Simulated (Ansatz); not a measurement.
# Dissociation curves of SiH4 (SMILES [H][Si]([H])([H])[H])

SiH4 has 5 atoms, charge 0, and is taken as a singlet. SMILES: `[H][Si]([H])([H])[H]`. Geometry: relaxed at GFN2-xTB.

```xyz
5

Si    0.0001    0.0000    0.0001
H     0.0113   -0.0194    1.4609
H     1.3735    0.0113   -0.4978
H    -0.6966    1.1967   -0.4657
H    -0.6882   -1.1885   -0.4975
```

The Si1–H4 distance is scanned; the parts on either side stay rigid. Basis 3-21G, 5 core orbitals frozen in the correlated methods; program Ansatz 0.2.0. FCI is exact within this basis and core. Energies in eV from each method's value at 1.461 Å; methods without a U are spin-restricted. The shape above is that at 1.461 Å.

```csv
distance (Å),SVWN5,r2SCAN,BCCD(T),CCSDT,CCSDT(Q),FCI
1.461,0.00,0.00,0.00,0.00,0.00,0.00
1.826,0.51,0.58,0.50,0.49,0.49,0.49
2.191,1.60,1.72,1.49,1.48,1.48,1.48
2.922,3.51,3.69,2.93,2.92,2.92,2.92
3.653,4.62,4.86,3.34,3.37,3.37,3.37
```

Departure from the FCI curve at its largest: SVWN5 +1.26 eV at 3.65 Å; r2SCAN +1.49 eV at 3.65 Å; BCCD(T) -0.02 eV at 3.65 Å; CCSDT within 0.005 eV; CCSDT(Q) within 0.005 eV. Restricted functionals keep the electrons paired too, and rise too high.
